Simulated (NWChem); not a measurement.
Everything below was run with NWChem. System: hydrogen chloride (HCl), charge 0, spin multiplicity 1, at a geometry optimised with B3LYP/def2-SVP. Level: PBE/def2-SVPD.

The NWChem input:

```
start mol
memory heap 200 mb stack 900 mb global 1100 mb
geometry units angstroms nocenter noautoz
  Cl     0.000000     0.000000     0.071649
  H      0.000000     0.000000    -1.218034
  symmetry group C2v
end
basis spherical
  * library def2-svpd
end
dft
  xc xpbe96 cpbe96
  semidirect memsize 60000000 filesize 0
  iterations 100
end
property
  dipole
  response 1 0.0
end
task dft property
```

Output (cleaned and shortened):

```
             Northwest Computational Chemistry Package (NWChem) 7.3.0
             --------------------------------------------------------

                                NWChem Input Module
                                -------------------

 Scaling coordinates for geometry "geometry" by  1.889725989
 (inverse scale =  0.529177249)

 Turning off AUTOSYM since
 SYMMETRY directive was detected!

                             Geometry "geometry" -> ""
                             -------------------------

 Output coordinates in angstroms (scale by  1.889725989 to convert to a.u.)

  No.       Tag          Charge          X              Y              Z
 ---- ---------------- ---------- -------------- -------------- --------------
    1 Cl                  17.0000     0.00000000     0.00000000     0.07164900
    2 H                    1.0000     0.00000000     0.00000000    -1.21803400

 Effective nuclear repulsion energy (a.u.)       6.9753677710

            Nuclear Dipole moment (a.u.)
            ----------------------------
        X                 Y               Z
 ---------------- ---------------- ----------------
     0.0000000000     0.0000000000    -0.0000018897

      Symmetry information
      --------------------

 Group name             C2v
 Group number             16
 Group order               4
 No. of unique centers     2

      Symmetry unique atoms

     1    2


 Summary of "ao basis" -> "" (spherical)
 ------------------------------------------------------------------------------
       Tag                 Description            Shells   Functions and Types
 ---------------- ------------------------------  ------  ---------------------
 *                         def2-svpd                  on all atoms

  pbe96 is a nonlocal functional; adding pw91lda local functional.
                              NWChem Property Module
                              ----------------------

                                 NWChem DFT Module
                                 -----------------

 Summary of "ao basis" -> "ao basis" (spherical)
 ------------------------------------------------------------------------------
       Tag                 Description            Shells   Functions and Types
 ---------------- ------------------------------  ------  ---------------------
 Cl                        def2-svpd                11       27   5s4p2d
 H                         def2-svpd                 4        8   2s2p

 Summary of "ao basis" -> "ao basis" (spherical)
 ------------------------------------------------------------------------------
       Tag                 Description            Shells   Functions and Types
 ---------------- ------------------------------  ------  ---------------------
 Cl                        def2-svpd                11       27   5s4p2d
 H                         def2-svpd                 4        8   2s2p

            General Information
            -------------------
          SCF calculation type: DFT
          Wavefunction type:  closed shell.
          No. of atoms     :     2
          No. of electrons :    18
           Alpha electrons :     9
            Beta electrons :     9
          Charge           :     0
          Spin multiplicity:     1
          Use of symmetry is: off; symmetry adaption is: off
          Maximum number of iterations: 100
          AO basis - number of functions:    35
                     number of shells:    15
          Convergence on energy requested:  1.00D-06
          Convergence on density requested:  1.00D-05
          Convergence on gradient requested:  5.00D-04

              XC Information
              --------------
          PerdewBurkeErnzerhof Exchange Functional  1.000
            Perdew 1991 LDA Correlation Functional  1.000 local
           PerdewBurkeErnz. Correlation Functional  1.000 non-local

             Grid Information
             ----------------
          Grid used for XC integration:  medium
          Radial quadrature: Mura-Knowles
          Angular quadrature: Lebedev.
          Tag              B.-S. Rad. Rad. Pts. Rad. Cut. Ang. Pts.
          ---              ---------- --------- --------- ---------
          Cl                  1.00       88           7.0       590
          H                   0.35       45           8.0       434
          Grid pruning is: on
          Number of quadrature shells:   133
          Spatial weights used:  Erf1

          Convergence Information
          -----------------------
          Convergence aids based upon iterative change in
          total energy or number of iterations.
          Levelshifting, if invoked, occurs when the
          HOMO/LUMO gap drops below (HL_TOL):  1.00D-02
          DIIS, if invoked, will attempt to extrapolate
          using up to (NFOCK): 10 stored Fock matrices.

                    Damping( 0%)  Levelshifting(0.5)       DIIS
                  --------------- ------------------- ---------------
          dE  on:    start            ASAP                start
          dE off:    2 iters        100 iters           100 iters

      Screening Tolerance Information
      -------------------------------
          Density screening/tol_rho:  1.00D-10
          AO Gaussian exp screening on grid/accAOfunc:  14
          CD Gaussian exp screening on grid/accCDfunc:  20
          XC Gaussian exp screening on grid/accXCfunc:  20
          Schwarz screening/accCoul:  1.00D-08

      Superposition of Atomic Density Guess
      -------------------------------------

 Sum of atomic energies:        -459.82887318

      Non-variational initial energy
[...]
EAF file 0: "./mol.aoints.0" size=524288 bytes
------------------------------------------------------------
               write      read    awrite     aread      wait
               -----      ----    ------     -----      ----
     calls:        1         0         0         0         0
   data(b): 5.24e+05  0.00e+00  0.00e+00  0.00e+00
   time(s): 0.00e+00  0.00e+00  0.00e+00  0.00e+00  0.00e+00
rate(mb/s): 0.00e+00  0.00e+00
------------------------------------------------------------

   convergence    iter        energy       DeltaE   RMS-Dens  Diis-err    time
 ---------------- ----- ----------------- --------- --------- ---------  ------
 d= 0,ls=0.0,diis     1   -460.4544737220 -4.67D+02  1.44D-02  2.08D-01     0.2
 d= 0,ls=0.0,diis     2   -460.4553056917 -8.32D-04  9.55D-03  1.16D-01     0.3
 d= 0,ls=0.0,diis     3   -460.4712245112 -1.59D-02  3.05D-03  1.92D-02     0.3
 d= 0,ls=0.0,diis     4   -460.4742083891 -2.98D-03  4.13D-04  1.98D-04     0.3
 d= 0,ls=0.0,diis     5   -460.4742351640 -2.68D-05  7.23D-05  1.20D-05     0.4
  Resetting Diis
 d= 0,ls=0.0,diis     6   -460.4742367582 -1.59D-06  9.04D-06  1.34D-07     0.4
 d= 0,ls=0.0,diis     7   -460.4742367802 -2.20D-08  5.50D-07  1.12D-10     0.5

         Total DFT energy =     -460.474236780173
      One electron energy =     -649.369674951054
           Coulomb energy =      210.293090560996
    Exchange-Corr. energy =      -28.373020161107
 Nuclear repulsion energy =        6.975367770991

 Numeric. integr. density =       18.000005377126

     Total iterative time =      0.4s

                       DFT Final Molecular Orbital Analysis
                       ------------------------------------

 Vector    7  Occ=2.000000D+00  E=-4.344961D-01
              MO Center= -9.2D-10,  9.8D-10, -1.2D-01, r^2= 1.3D+00
   Bfn.  Coefficient  Atom+Function         Bfn.  Coefficient  Atom+Function
  ----- ------------  ---------------      ----- ------------  ---------------
    14      0.404598  1 Cl pz                11      0.390001  1 Cl pz
    28     -0.376168  2 H  s                  3      0.255625  1 Cl s
     8      0.230178  1 Cl pz                 2     -0.179614  1 Cl s
     4      0.174489  1 Cl s                 17      0.041196  1 Cl pz
    29     -0.036402  2 H  s                 32     -0.034452  2 H  pz

 Vector    8  Occ=2.000000D+00  E=-2.971107D-01
              MO Center=  6.1D-09, -6.5D-09,  2.9D-02, r^2= 1.2D+00
   Bfn.  Coefficient  Atom+Function         Bfn.  Coefficient  Atom+Function
  ----- ------------  ---------------      ----- ------------  ---------------
    13     -0.440204  1 Cl py                12      0.408879  1 Cl px
    10     -0.357916  1 Cl py                 9      0.332447  1 Cl px
     7     -0.205019  1 Cl py                 6      0.190430  1 Cl px
    16     -0.061474  1 Cl py                15      0.057100  1 Cl px

 Vector    9  Occ=2.000000D+00  E=-2.971107D-01
              MO Center= -7.5D-11,  6.7D-11,  2.9D-02, r^2= 1.2D+00
   Bfn.  Coefficient  Atom+Function         Bfn.  Coefficient  Atom+Function
  ----- ------------  ---------------      ----- ------------  ---------------
    12      0.440204  1 Cl px                13      0.408879  1 Cl py
     9      0.357916  1 Cl px                10      0.332447  1 Cl py
     6      0.205019  1 Cl px                 7      0.190430  1 Cl py
    15      0.061474  1 Cl px                16      0.057100  1 Cl py

 Vector   10  Occ=0.000000D+00  E=-3.626808D-02
              MO Center=  1.6D-10, -2.0D-10, -9.2D-01, r^2= 3.5D+00
   Bfn.  Coefficient  Atom+Function         Bfn.  Coefficient  Atom+Function
  ----- ------------  ---------------      ----- ------------  ---------------
     5      0.821032  1 Cl s                 35     -0.368380  2 H  pz
    28      0.313357  2 H  s                  3     -0.308220  1 Cl s
    14      0.280359  1 Cl pz                11      0.278171  1 Cl pz
     4     -0.186382  1 Cl s                 25      0.185581  1 Cl d  0
     2      0.177243  1 Cl s                 17     -0.157364  1 Cl pz

 Vector   11  Occ=0.000000D+00  E= 4.937007D-02
              MO Center=  1.6D-08, -1.7D-08, -5.5D-01, r^2= 5.4D+00
   Bfn.  Coefficient  Atom+Function         Bfn.  Coefficient  Atom+Function
  ----- ------------  ---------------      ----- ------------  ---------------
     5      1.601632  1 Cl s                 29     -1.172596  2 H  s
    17     -0.776775  1 Cl pz                14     -0.415654  1 Cl pz
    28     -0.334826  2 H  s                  4     -0.224043  1 Cl s
    20     -0.142667  1 Cl d  0              25     -0.121634  1 Cl d  0
    11     -0.112957  1 Cl pz                 8     -0.069489  1 Cl pz

 Vector   12  Occ=0.000000D+00  E= 6.218862D-02
              MO Center=  4.1D-09, -4.3D-09,  1.0D+00, r^2= 7.1D+00
   Bfn.  Coefficient  Atom+Function         Bfn.  Coefficient  Atom+Function
  ----- ------------  ---------------      ----- ------------  ---------------
    17      1.157482  1 Cl pz                 4     -0.747585  1 Cl s
    29      0.587988  2 H  s                  5      0.443795  1 Cl s
    35      0.181488  2 H  pz                11     -0.155780  1 Cl pz
    14     -0.154480  1 Cl pz                25     -0.113300  1 Cl d  0
     2      0.095024  1 Cl s                  8     -0.078580  1 Cl pz

 center of mass
 --------------
 x =   0.00000000 y =   0.00000000 z =   0.06712446

 moments of inertia (a.u.)
 ------------------
           5.818473710526           0.000000000000           0.000000000000
           0.000000000000           5.818473710526           0.000000000000
           0.000000000000           0.000000000000           0.000000000000

     Multipole analysis of the density
     ---------------------------------

     L   x y z        total         alpha         beta         nuclear
     -   - - -        -----         -----         ----         -------
     0   0 0 0     -0.000000     -9.000000     -9.000000     18.000000

     1   1 0 0     -0.000000     -0.000000     -0.000000      0.000000
     1   0 1 0      0.000000      0.000000      0.000000      0.000000
     1   0 0 1     -0.441680     -0.220839     -0.220839     -0.000002

     2   2 0 0    -10.592840     -5.296420     -5.296420      0.000000
     2   1 1 0      0.000000      0.000000      0.000000      0.000000
     2   1 0 1     -0.000000     -0.000000     -0.000000      0.000000
     2   0 2 0    -10.592840     -5.296420     -5.296420      0.000000
     2   0 1 1      0.000000      0.000000      0.000000      0.000000
     2   0 0 2     -7.825877     -6.717791     -6.717791      5.609705

 *** CALLING NEW AORESP DRIVER FOR CLOSED AND OPEN SHELLS ***
 Entering AOResponse driver routine

--------------------------------------------------------------------------------

          ****************
          *** RESPONSE ***
          ****************

 Response module for NWChem and dynamic CPKS solver

          -----------------------------------------------
          Solving response equations for perturbing field
          -----------------------------------------------

 number of frequencies:     1
 frequency in a.u.:  0.0000000E+00
 Perturbing field: electric
 Using El. Dipole Length Gauge

 Setting up CPKS with frequency omega =      0.00000000 a.u.

 STATIC response

                                NWChem CPHF Module
                                ------------------

  scftype          =     RHF
  nclosed          =        9
  nopen            =        0
  variables        =      234
  # of vectors     =        3
  tolerance        = 0.10D-03
  level shift      = 0.00D+00
  max iterations   =       50
  max subspace     =       30

  int2e_file: Failed to allocate cache ... halving
 SCF residual:    2.0484303762102229E-005

Iterative solution of linear equations
  No. of variables      234
  No. of equations        3
  Maximum subspace       30
        Iterations       50
       Convergence  1.0D-04

   iter   nsub   residual    time
   ----  ------  --------  ---------
     1      3    4.32D+00       0.8
     2      6    7.56D-01       1.1
     3      9    1.86D-01       1.3
     4     12    2.22D-02       1.5
     5     15    1.18D-03       1.7
     6     18    5.01D-05       2.0

 Electric Dipole Response Matrix (nonzero elements):

              1        2        3
    1   17.4129   0.0000  -0.0000
    2    0.0000  17.4129   0.0000
    3   -0.0000   0.0000  18.8134

 ------------------------------------------
 average:        17.87971 + I       0.00000

 DFT Linear Response polarizability / au
 Frequency  =       0.0000000 / au
 Wavelength = -999999.0000000 / nm
              X              Y              Z
 -----------------------------------------------
 X      17.4128584      0.0000001     -0.0000000
 Y       0.0000001     17.4128584      0.0000000
 Z      -0.0000000      0.0000000     18.8134117
 -----------------------------------------------
 Eigenvalues =      17.4128585     17.4128584     18.8134117
 Isotropic   =      17.8797095
 Anisotropic =       1.4005533
 -----------------------------------------------

 Magnetic Dipole Response Matrix (nonzero elements):
 Optical rotation tensor Beta

 *** static G'=0. Use GPRIME input with finite omega
 *** or better ORBETA without GPRIME for small or zero freq.

 zero matrix

 ------------------------------------------
 average:         0.00000 + I       0.00000

 Exiting AOResponse driver routine

          -------------
          Dipole Moment
          -------------

 Center of charge (in au) is the expansion point
         X =       0.0000000 Y =       0.0000000 Z =      -0.0000001

   Dipole moment        0.4416803910 A.U.
             DMX       -0.0000000050 DMXEFC        0.0000000000
             DMY        0.0000000054 DMYEFC        0.0000000000
             DMZ       -0.4416803910 DMZEFC        0.0000000000
   -EFC- dipole         0.0000000000 A.U.
   Total dipole         0.4416803910 A.U.

   Dipole moment        1.1226480594 Debye(s)
             DMX       -0.0000000127 DMXEFC        0.0000000000
             DMY        0.0000000138 DMYEFC        0.0000000000
             DMZ       -1.1226480594 DMZEFC        0.0000000000
   -EFC- dipole         0.0000000000 DEBYE(S)
   Total dipole         1.1226480594 DEBYE(S)

 1 a.u. = 2.541766 Debyes

 Task  times  cpu:        2.0s     wall:        2.0s

 Total times  cpu:        2.0s     wall:        2.0s
```
